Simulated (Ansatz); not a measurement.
**HOSSi− (SMILES o1[siH-]s1): functionals against CCSD(T) at one geometry**

An exercise on one series of results from a longer session: the logs are not shown, and one member is left open.

Program: Ansatz 0.2.0, Gaussian basis. Level of theory: single points in def2-TZVPPD. These are calculated values, not measurements.

Correlated methods freeze the cores. B3LYP uses VWN-RPA correlation.

## Starting geometry

4 atoms, charge -1, spin multiplicity 1.

Atoms are counted from 1 here; the program's logs count them from 0.

Bond lengths: O1–Si2 1.698 Å, O1–S3 1.728 Å, Si2–S3 2.227 Å, Si2–H4 1.466 Å. Angles: Si2–O1–S3 81.1°, O1–Si2–S3 50.0°, O1–Si2–H4 106.6°, S3–Si2–H4 101.4°, O1–S3–Si2 48.9°.

Coordinates:

```
O     0.5197    0.3098    0.9533
Si    0.3520    0.2773   -0.7361
S     0.0378   -1.3391    0.7637
H    -1.0294    0.6738   -1.0275
```

Set-up of the first run:

Contents of run/in.yaml:

```yaml
crystal:
  periodic: [false, false, false]
  atoms:
    - {symbol: O, position_ang: [0.519700, 0.309800, 0.953300]}
    - {symbol: Si, position_ang: [0.352000, 0.277300, -0.736100]}
    - {symbol: S, position_ang: [0.037800, -1.339100, 0.763700]}
    - {symbol: H, position_ang: [-1.029400, 0.673800, -1.027500]}
basis:
  gaussian: {orbitals: "def2-TZVPPD.json"}
total_charge: -1
correlation: {method: ccsd_t}
output: {forces: true}
```

The basis file named in the input lies beside it (Basis Set Exchange, JSON).

The command line of these runs was not kept.

Among the steps run: CCSD(T)/def2-TZVPPD; PBE0-D4/def2-TZVPPD; wB97M-V/def2-TZVPPD; r2SCAN-D4/def2-TZVPPD; PBE-D4/def2-TZVPPD; B97M-V/def2-TZVPPD; B3LYP-D4/def2-TZVPPD.

One of the session's tables, all rows but one given; the rest of the session is left out.

| method | RMS force component (eV/Å) | angle to CCSD(T) forces (°) |
| --- | --- | --- |
| CCSD(T) | 0.807 | reference |
| PBE0-D4 | ? | ? |
| wB97M-V | 0.717 | 14.5 |
| r2SCAN-D4 | 0.788 | 11.0 |
| PBE-D4 | 0.946 | 6.1 |
| B97M-V | 0.760 | 20.3 |
| B3LYP-D4 | 0.781 | 5.3 |

Estimate the missing values for PBE0-D4.

The run gave: RMS force component (eV/Å): 0.744; angle to CCSD(T) forces (°): 20.7. In the column «RMS force component (eV/Å)» it lies between wB97M-V (0.717) and B97M-V (0.760).
